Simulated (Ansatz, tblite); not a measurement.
# The cluster Ag2F2−: one state, many levels

Aim: run the doublet of the cluster Ag2F2− at one geometry on many levels, and compare frontier levels, spin and run time.

Computed with Ansatz 0.2.0, Gaussian basis. Level: as each input shows.

Plan: GFN1-xTB, GFN2-xTB, PBE-D4/def2-TZVPD, r2SCAN-D4/def2-TZVPD, revPBE-D4/def2-TZVPD, B97M-V/def2-TZVPD, HSE06-D4/def2-TZVPD, BHLYP-D4/def2-TZVPD, r2SCANh-D4/def2-TZVPD, PBE+5HF/def2-TZVPD, PBE+10HF/def2-TZVPD, PBE+15HF/def2-TZVPD, PBE+35HF/def2-TZVPD, PBE+50HF/def2-TZVPD, PBE-D4/def2-SVPD, PBE0-D4/def2-SVPD, CCSD(T)/def2-SVPD, MP2/def2-TZVPD, RPA/def2-TZVPD.

2 further runs of the same task are left out: 2 set aside as unsound or not needed. Runs told in other sessions of the task aren't counted.

### 1 The relaxed structure

The doublet was relaxed beforehand with PBE-D4/def2-TZVPD. At that level it is the lowest of the isomers that a small search found.

4 atoms, charge -1, spin multiplicity 2.

Bond lengths: Ag1–Ag2 2.702 Å, Ag1–F4 2.076 Å, Ag2–F3 2.076 Å. Angles: Ag2–Ag1–F4 179.9°, Ag1–Ag2–F3 179.7°.

Ag takes a core potential in the def2 sets. No spin-orbit coupling is included. The ion is computed in the gas phase, without counter-ions or solvent.

PBE0-D4/def2-TZVPD was run before; its log isn't repeated, and its numbers join the tables.

### 2 GFN1-xTB

Tight binding, by tblite at 300 K electronic temperature and without a spin-polarisation term:

```python
tblite.interface.Calculator('GFN1-xTB', numbers, positions, charge=-1, uhf=1).singlepoint()
```

Energy -495.4092 eV; 0.002 s.

### 3 GFN2-xTB

Tight binding, by tblite at 300 K electronic temperature and without a spin-polarisation term:

```python
tblite.interface.Calculator('GFN2-xTB', numbers, positions, charge=-1, uhf=1).singlepoint()
```

Energy -478.3001 eV; 0.003 s.

### 4 PBE-D4/def2-TZVPD

start.molden holds the orbitals of an earlier run on this state, given as this run's starting guess.

Contents of in.yaml:

```yaml
crystal:
  periodic: [false, false, false]
  atoms:
    - {symbol: Ag, position_ang: [1.266658, 0.467763, -0.036544]}
    - {symbol: Ag, position_ang: [-1.265698, -0.470603, 0.033653]}
    - {symbol: F, position_ang: [-3.213321, -1.186823, 0.095955]}
    - {symbol: F, position_ang: [3.212372, 1.189663, -0.093063]}
basis:
  gaussian: {orbitals: def2-TZVPD, initial_orbitals: start.molden}
total_charge: -1
magnetization: {spin_polarized: true, initial_magnetization: 1}
hamiltonian: {xc: pbe, dispersion: d4}
scf: {omitted_lower_state_checks: [starts]}
output: {orbitals: {seedname: orbitals}}
```

Started as:

```console
$ ansatz run in.yaml --threads 4 --pin off --events-out ev --progress --plain --max-ram 3916MiB
```

The runs that follow: r2SCAN-D4/def2-TZVPD; revPBE-D4/def2-TZVPD; B97M-V/def2-TZVPD; HSE06-D4/def2-TZVPD; BHLYP-D4/def2-TZVPD; r2SCANh-D4/def2-TZVPD; PBE+5HF/def2-TZVPD; PBE+10HF/def2-TZVPD; PBE+15HF/def2-TZVPD; PBE+35HF/def2-TZVPD; PBE+50HF/def2-TZVPD; PBE-D4/def2-SVPD; PBE0-D4/def2-SVPD; CCSD(T)/def2-SVPD; MP2/def2-TZVPD; RPA/def2-TZVPD.

Q: Predict the results of all the runs planned. Wanted: gap in def2-TZVPD, named functionals, smallest and largest; gap over the share of exact exchange; correlation energy, CCSD(T)/def2-SVPD; correlation energy, MP2/def2-TZVPD; ⟨S²⟩ in def2-TZVPD, named functionals, smallest and largest; PBE0 total energy, smallest basis above largest.

As calculated:

| quantity | value |
| --- | --- |
| gap in def2-TZVPD, named functionals, smallest and largest | 0.60 eV (B97M-V), 3.90 eV (BHLYP-D4) |
| gap over the share of exact exchange | 0.71 eV at 0, 4.28 eV at 0.5 |
| correlation energy, CCSD(T)/def2-SVPD | -30.75 eV |
| correlation energy, MP2/def2-TZVPD | -40.94 eV |
| ⟨S²⟩ in def2-TZVPD, named functionals, smallest and largest | 0.752, 0.758 |
| PBE0 total energy, smallest basis above largest | 8.13 eV (def2-SVPD, def2-TZVPD) |

In words: Over the named functionals in def2-TZVPD the gap runs from 0.60 eV (B97M-V) to 3.90 eV (BHLYP-D4); exact exchange widens it. Raising the share of exact exchange from 0 to 0.5 moves the HOMO by -1.60 eV and the LUMO by +1.97 eV. Over the named functionals in def2-TZVPD spin contamination reaches 0.01 (r2SCANh-D4), which is small.
